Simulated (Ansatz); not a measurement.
# C2HClS: the cost of one run

The runs use Ansatz 0.2.0, Gaussian basis; the settings change from run to run.

## Step 1: The relaxed structure

The geometry comes from an earlier relaxation with PBE0-D4 in a triple-zeta def2 set; it is a stationary point.

5 atoms, charge 0, spin multiplicity 1.

Atoms are counted from 1 here; the program's logs count them from 0.

Bond lengths: S1–C2 1.547 Å, C2–C3 1.308 Å, C3–Cl4 1.720 Å, C3–H5 1.082 Å. Angles: S1–C2–C3 179.8°, C2–C3–Cl4 121.4°, C2–C3–H5 121.9°, Cl4–C3–H5 116.7°.

## Step 2: wPBEh/def2-TZVPD

Set apart from the defaults: charge -1, multiplicity 2.

Input file in.yaml:

```yaml
crystal:
  periodic: [false, false, false]
  atoms:
    - {symbol: S, position_ang: [-1.120647, -1.526288, 1.338368]}
    - {symbol: C, position_ang: [-0.306142, -0.540417, 0.468184]}
    - {symbol: C, position_ang: [0.387459, 0.291477, -0.265290]}
    - {symbol: Cl, position_ang: [-0.376678, 1.355789, -1.379220]}
    - {symbol: H, position_ang: [1.466009, 0.345841, -0.203441]}
basis:
  gaussian: {orbitals: def2-TZVPD}
total_charge: -1
magnetization: {spin_polarized: true, initial_magnetization: 1}
hamiltonian: {xc: {name: wPBEh}}
output: {forces: true}
```

Started as:

```
> ansatz run in.yaml --threads 2 --pin off --events-out ev --progress --plain --max-ram 4352MiB
```

What time and memory should one allow on 2 threads of Arm Neoverse V1, shared host?

About 8 s, with a peak of 0.5 GiB.
